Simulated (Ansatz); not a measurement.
Species: NO, charge 1, multiplicity 1. 
Coordinates optimised at B3LYP-D3(BJ)/def2-TZVP (Ansatz, an electronic-structure program):
```xyz
2

N      0.0000     0.0000    -0.5634
O      0.0000     0.0000     0.4930
```
Charge +1, spin multiplicity 1.

Basis-set convergence of Hartree-Fock and MP2 correlation energies (hartree) with Ansatz. Valence correlation only, unless marked. No spin-orbit coupling. Non-relativistic.

```
basis        functions       E(HF)  E(corr, MP2)
-----------  ---------  ----------  ------------
def2-SVPD           43  -128.80760      -0.34111
def2-TZVPPD         77  -128.97320      -0.40170
def2-QZVPPD        129  -128.97873      -0.42853
```

Extrapolating the two largest sets (X = 3 and 4) as X^-3: E(corr) = (64·(-0.42853) - 27·(-0.40170))/37 = -0.4481 Eh, an estimate of the basis-set limit. The largest set recovers 95.6 % of it, the smallest 76.1 %.
